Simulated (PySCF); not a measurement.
## 19F chemical shifts

PySCF 2.14.0 with density-fitted response routines calculation with geometry from GFN2-xTB and shielding tensors at PBE0/pcSseg-1 (GIAO); one computed conformer, no solvent model, one averaged value for each set of equivalent atoms, non-relativistic.

Shieldings were converted by a linear fit to measured shifts: 19F (scatter 6.0 ppm rms, 7.0 ppm with the 5 outliers that the fit left out vs CFCl3, solution or neat liquid, with a term for F on sp3 carbon). A few per cent of atoms miss by over 2 rms, more outside the fitted compound classes.

Question: Give the 19F shifts of `F/C=C(\F)[C@H](F)[SiH3]`.

Answer: 
```
                                        compound                    environment  δ (ppm)
[F:1]/[CH:2]=[C:3](\[F:4])[C@H:5]([F:6])[SiH3:7]           F4: vinylic fluorine   -151.7
[F:1]/[CH:2]=[C:3](\[F:4])[C@H:5]([F:6])[SiH3:7]           F1: vinylic fluorine   -168.4
[F:1]/[CH:2]=[C:3](\[F:4])[C@H:5]([F:6])[SiH3:7]  F6: fluorine on an sp3 carbon   -236.2
```

Question: Match the shifts -60.5, -103.4, -164.7 ppm to `C=C(C)[C@@H]1[SiH2]SCS[C@@H]1F`, `C=N[SiH2]C(F)(F)F`, `C=CF`.

Answer: -60.5: C=N[SiH2]C(F)(F)F (fluorine of a CF3 group); -103.4: C=CF (vinylic fluorine); -164.7: C=C(C)[C@@H]1[SiH2]SCS[C@@H]1F (fluorine on an sp3 carbon).
